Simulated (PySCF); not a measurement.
A PySCF script (with the pyscf-properties extension) for the NMR shieldings of 4-methyloxazole (SMILES Cc1cocn1), on a GFN2-xTB geometry:

```python
import basis_set_exchange as bse
import numpy as np
from pyscf import gto, dft
from pyscf.prop import nmr

atoms = """
C    -1.672574   -0.220494   -0.030041
C    -0.198574   -0.047804   -0.014689
C     0.553938    1.083991    0.087019
O     1.859913    0.728014    0.069137
C     1.842614   -0.602531   -0.043489
N     0.660179   -1.114654   -0.097185
H    -2.044535   -0.360875    0.984334
H    -2.155243    0.653753   -0.458999
H    -1.925445   -1.103902   -0.609459
H     0.314411    2.123448    0.170101
H     2.770742   -1.136276   -0.082693
"""
names = dict.fromkeys(["C", "O", "N", "H"], "pcSseg-1")
basis = {el: gto.basis.parse(bse.get_basis(n, elements=[el], fmt="nwchem")) for el, n in names.items()}
mol = gto.M(atom=atoms, basis=basis, charge=0, verbose=0)
mf = dft.RKS(mol, xc="PBE0")
mf.grids.level = 2
mf.grids.alignment = dft.numint.BLKSIZE   # the property module wants whole blocks of grid points
mf.conv_tol = 1e-9
mf.kernel()

calc = nmr.RKS(mf)   # GIAO
C = mf.mo_coeff
Co = C[:, mf.mo_occ > 0]
resp = mf.gen_response(singlet=True, hermi=2)
def vind(x):   # induced exchange potential for any number of trial vectors
    d = np.einsum("pi,xij,qj->xpq", C, 2 * x.reshape(-1, C.shape[1], Co.shape[1]), Co, optimize=True)
    return np.einsum("xpq,pi,qj->xij", resp(d - d.transpose(0, 2, 1)), C, Co, optimize=True).ravel()
mo1, _ = nmr.rhf.solve_mo1(calc, with_cphf=vind)
sigma = calc.kernel(mo1)
for i, s in enumerate(sigma):   # ppm
    w = np.linalg.eigvalsh((s + s.T) / 2)
    print("%2d %-2s iso %8.1f  s11 %8.1f  s22 %8.1f  s33 %8.1f" % (i, mol.atom_pure_symbol(i), w.mean(), *w))
```

**Question.** Give the expected output.

**Answer.** 
```
 0 C  iso    172.8  s11    162.1  s22    166.8  s33    189.6
 1 C  iso     42.0  s11    -42.0  s22     42.1  s33    125.8
 2 C  iso     46.6  s11    -33.9  s22     60.8  s33    112.8
 3 O  iso     10.9  s11   -140.6  s22    -42.3  s33    215.6
 4 C  iso     32.1  s11    -42.4  s22     49.2  s33     89.5
 5 N  iso    -38.4  s11   -226.7  s22   -106.0  s33    217.7
 6 H  iso     29.2  s11     25.4  s22     26.6  s33     35.7
 7 H  iso     29.4  s11     24.7  s22     28.4  s33     35.2
 8 H  iso     29.1  s11     24.4  s22     27.9  s33     35.1
 9 H  iso     24.2  s11     21.9  s22     24.0  s33     26.6
10 H  iso     24.1  s11     20.4  s22     25.0  s33     26.8
```

These numbers come from an equivalent density-fitted implementation of the same equations, which agrees with the script to about 0.01 ppm for H and up to a few tenths of a ppm for heavy atoms, so last digits may differ.

**Question.** Turn these shieldings into chemical shifts. Scale: ¹³C (σref 186.93) and ¹H (σref 31.72) against TMS; H2O for ¹⁷O (σref 336.08); ¹⁵N (σref 267.73) vs NH3 (reference shieldings calculated alike).

**Answer.** Averaging equivalent atoms: C 4: 154.8; C 1: 145.0; C 2: 140.4; C 0: 14.1; O 3: 325.2; N 5: 306.1; H 10: 7.66; H 9: 7.55; H 6/7/8: 2.45 ppm. Unscaled 17O shifts of doubly bonded oxygen tend to come out too high, by tens of ppm or more. Experimental scales use liquid or dissolved standards, which lie at an offset from isolated NH3 (liquid NH3: subtract about 20 ppm) and H2O (liquid H2O: subtract about 36 ppm). Unscaled 15N shifts of sp2 nitrogen come out 20 to 40 ppm too high even then.

Size and cost of the density-fitted run: 127 basis functions, 15 s wall time on 1 thread of an x86-64 server CPU, shared host.
